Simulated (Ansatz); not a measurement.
A nudged elastic band was laid between two geometries of FH3Si + H2O (8 atoms, charge 0, multiplicity 1).

These are results of RKS PBE-D4/def2-SVP in Ansatz, not measurements.

```json
{
 "movable images": "7",
 "climbing image": "yes",
 "spring": "5.0 eV/Å²",
 "optimiser": "lbfgs",
 "start path": "through a guess of the saddle point",
 "force threshold": "0.03 eV/Å",
 "iteration limit": "60",
 "end points": "relaxed"
}
```

Image 0:

```xyz
8
Properties=species:S:1:pos:R:3
Si 0.314 -0.088 -0.091
H 0.453 -0.798 1.222
H 1.688 0.311 -0.559
F -0.489 1.348 0.118
H -0.346 -0.911 -1.150
O -2.398 -0.437 0.810
H -2.261 -0.443 1.776
H -2.286 0.510 0.594
```

Image 8:

```xyz
8
Properties=species:S:1:pos:R:3
Si -0.226 0.073 -0.828
H -1.004 -0.166 3.580
H 1.195 -0.244 -0.501
F -0.407 1.698 -0.878
H -0.669 -0.438 -2.169
O -1.132 -0.586 0.408
H -2.098 -0.571 0.293
H -0.984 -0.272 2.817
```

What changes between the two ends?

Bonds broken: Si1–H2, O6–H8. Bonds formed: Si1–O6, H2–H8. FH3Si + H2O becomes FH3OSi + H2.

Give the energies along the band, and the barrier.

It did not converge within its limit. The highest image is number 4 of 0 to 8, 1.46 eV above the first end and 2.09 eV above the last; the last end lies 0.64 eV below the first. The band didn't meet its force threshold, so its energies are provisional: the largest band force was still 0.22 eV/Å, and over the last iterations the top stayed at 1.46 eV. The orbitals stay closed-shell, which can raise the energy where a bond breaks towards radicals; this wasn't checked here.

```csv
image,path coordinate (Å),energy (eV),Si1–H2 (Å),O6–H8 (Å),Si1–O6 (Å)
0,0.00,0.00,1.50,0.98,2.88
1,0.93,0.08,1.50,0.98,2.76
2,1.86,0.17,1.51,0.97,2.72
3,2.79,0.32,1.52,0.98,2.45
4,3.72,1.46,1.81,1.26,1.90
5,4.66,0.09,2.47,1.83,1.70
6,5.61,-0.52,3.21,2.06,1.67
7,6.56,-0.61,3.87,2.14,1.67
8,7.51,-0.64,4.48,2.43,1.67
```

Time of the run: 11 min on 1 thread of Arm Neoverse V1 (shared host), peak memory 0.098 GiB.
